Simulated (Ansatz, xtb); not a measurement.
## Isomers of AlH6PSi in order of energy

4 gas-phase structures of AlH6PSi, found in a search over its isomers (lower ones may exist). Each was relaxed with GFN2-xTB; where two conformers were screened, the lower at r2SCAN-D4/def2-SVP is listed:

A. a singlet given by its coordinates
B. `[AlH2][PH][SiH3]`, a singlet
C. `[AlH2][SiH2]P`, a singlet
D. `[SiH3][AlH][PH2]`, a singlet

A (Å):

```xyz
9

Al    1.5838    0.2407   -0.3313
P    -0.8059   -0.4068   -0.3318
Si    0.8730   -2.0622   -0.7262
H     1.9694    0.7489    1.0891
H     1.8346    1.2364   -1.5014
H     0.3582   -2.6780   -1.9750
H     0.4686   -3.1011    0.2542
H    -1.6013   -0.8926    0.6776
H    -1.7791   -0.5340   -1.2947
```

Close contacts (Å): Al1–P2 2.48, Al1–Si3 2.44, P2–Si3 2.39, Al1–H4 1.56, Al1–H5 1.56, P2–H8 1.37, P2–H9 1.37, Si3–H6 1.48, Si3–H7 1.48.

Which do you expect lowest at r2SCAN-D4/def2-SVP, and how would the others follow?

Calculated order at r2SCAN-D4/def2-SVP: B (0.0), D (3.3), A (13.7), C (14.7) kcal/mol.

Energies above the lowest of each column, in kcal/mol; the last columns are at PBE0-D3(BJ)/def2-SVP geometries (a dash: not run or not comparable):

| structure | GFN2-xTB | HF/STO-3G | r2SCAN-D4/def2-SVP | PBE0-D3(BJ)/def2-SVP | CCSD(T)/def2-TZVP |
| --- | --- | --- | --- | --- | --- |
| B | 0.0 | 0.0 | 0.0 | 0.0 | 0.0 |
| D | 18.6 | 2.5 | 3.3 | 4.3 | 5.6 |
| A | 14.3 | 30.1 | 13.7 | 13.1 | – |
| C | 15.9 | 16.7 | 14.7 | 11.7 | 13.4 |

Every level run on B puts it lowest or level with the lowest. Flexible structures stand in one conformer each, not always the lowest. Frequencies (PBE0-D3(BJ)/def2-SVP) were run for B, C, D alone.

Over these structures GFN2-xTB departs from r2SCAN-D4/def2-SVP by 5.5 kcal/mol on average once a common shift is removed. A GFN2-xTB relaxation took about 0.14 s and the r2SCAN-D4/def2-SVP energy about 2 s on a shared host (Ansatz 0.2.0, xtb 6.7.1).
